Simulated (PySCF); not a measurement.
**SMILES CCC(C)(F)F, C4H8F2**

Molfile (atoms numbered from 1):
```
C4H8F2
     RDKit          3D

 14 13  0  0  0  0  0  0  0  0999 V2000
   -1.6270   -0.1436    0.3319 C   0  0  0  0  0  0  0  0  0  0  0  0
   -0.5778   -0.4113   -0.7323 C   0  0  0  0  0  0  0  0  0  0  0  0
    0.7131    0.3608   -0.5470 C   0  0  0  0  0  0  0  0  0  0  0  0
    1.4918    0.0918    0.7154 C   0  0  0  0  0  0  0  0  0  0  0  0
    1.5175    0.0924   -1.6165 F   0  0  0  0  0  0  0  0  0  0  0  0
    0.4351    1.6970   -0.6081 F   0  0  0  0  0  0  0  0  0  0  0  0
   -2.5665   -0.6610    0.0905 H   0  0  0  0  0  0  0  0  0  0  0  0
   -1.3068   -0.4915    1.3259 H   0  0  0  0  0  0  0  0  0  0  0  0
   -1.8428    0.9328    0.4020 H   0  0  0  0  0  0  0  0  0  0  0  0
   -0.3222   -1.4814   -0.7838 H   0  0  0  0  0  0  0  0  0  0  0  0
   -0.9550   -0.1272   -1.7277 H   0  0  0  0  0  0  0  0  0  0  0  0
    0.9053    0.3711    1.6003 H   0  0  0  0  0  0  0  0  0  0  0  0
    1.7582   -0.9718    0.7800 H   0  0  0  0  0  0  0  0  0  0  0  0
    2.4120    0.6913    0.6956 H   0  0  0  0  0  0  0  0  0  0  0  0
  1  2  1  0
  2  3  1  0
  3  4  1  0
  3  5  1  0
  3  6  1  0
  1  7  1  0
  1  8  1  0
  1  9  1  0
  2 10  1  0
  2 11  1  0
  4 12  1  0
  4 13  1  0
  4 14  1  0
M  END
```

Computed, not measured: quadratic response CAM-B3LYP/def2-TZVPD first hyperpolarisability, Taylor convention, gas phase in PySCF 2.14.0. Geometry: PBE0-D3(BJ)/def2-SVP.

(1) Give the tensor of the static β(0;0,0) in the axes of these coordinates.

Answers

(1) In au, Taylor convention; rows are the first index (the induced dipole):
|  | xx | yy | zz | xy | xz | yz |
| --- | --- | --- | --- | --- | --- | --- |
| x | +13.3 | -1.9 | +16.6 | +1.7 | -18.3 | +1.4 |
| y | +1.7 | +38.0 | +4.6 | -1.9 | +1.4 | -10.9 |
| z | -18.3 | -10.9 | -30.4 | +1.4 | +16.6 | +4.6 |

Norm of βᵢ = ⅓ Σⱼ (βᵢⱼⱼ + βⱼᵢⱼ + βⱼⱼᵢ): 79.3 au, hyper-Rayleigh value 30.6 au.
